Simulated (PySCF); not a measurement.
**The bond of PH, level by level**

One table from this session's results is given with a row withheld; the runs are named, their logs left out.

The runs use PySCF 2.14.0; P aug-cc-pV(D+d)Z, H aug-cc-pVDZ, no relativity.

Set-up of the first run:

Settings of the job:

```
atoms                         : P, H
charge                        : 0
basis                         : P aug-cc-pV(D+d)Z, H aug-cc-pVDZ
Hamiltonian                   : no relativity
basis functions               : 41
electrons treated             : 16
masses in u                   : 30.9738, 1.0078
levels                        : PBE0, PBE, r²SCAN, r²SCANh, PW91, BP86, LC-ωPBE, HF, MP2, SCS-MP2, CCSD, CCSD(T)
grid                          : 80 radial by 434 angular points
occupations                   : held fixed by the projection of orbital angular momentum
dissociation limit            : P + H, each in its ground configuration
starting distance in angstrom : 1.385
values of 2S to try           : 0, 2, 4
```

Started as:

```sh
> OMP_NUM_THREADS=1 python dia.py task.json out
```

Steps of the session up to this table: Set-up; The PBE0 curve of the state that the search chose; Higher solutions at PBE0; PBE (GGA); r²SCAN; r²SCANh; PW91 (GGA); BP86; LC-ωPBE; UHF (mean field); MP2 and coupled cluster.

One of the session's tables, all rows but one given; the rest of the session is left out.

Energy (eV) from each level's lowest point:

```
R (Å)    UHF  UHF-MP2  UHF-SCS-MP2  UHF-CCSD  UHF-CCSD(T)
1.236  0.504    0.545        0.554       n/a          n/a
1.293  0.213    0.244        0.251     0.263        0.269
1.351      ?        ?            ?         ?            ?
1.394  0.004    0.014        0.016     0.020        0.022
1.437  0.000    0.000        0.000     0.000        0.000
1.480  0.035    0.024        0.022     0.017        0.015
1.538  0.128    0.103        0.098     0.086        0.081
1.609  0.302    0.256        0.248     0.225        0.216
1.696  0.568    0.495        0.484     0.445        0.430
1.811  0.968    0.871        0.863       n/a          n/a
```

**Question.** Estimate the row for R (Å) = 1.351.

Worked estimate for «UHF». A straight line through the neighbours (1.293, 0.213) and (1.394, 0.004) gives 0.213 + (0.004 − 0.213) × (1.351 − 1.293) / (1.394 − 1.293) = 0.093; a parabola fitted to 4 rows on both sides gives 0.049.

As computed: UHF: 0.055; UHF-MP2: 0.074; UHF-SCS-MP2: 0.078; UHF-CCSD: 0.086; UHF-CCSD(T): 0.090. In «UHF» the line misses by +0.038 and the parabola by -0.006.
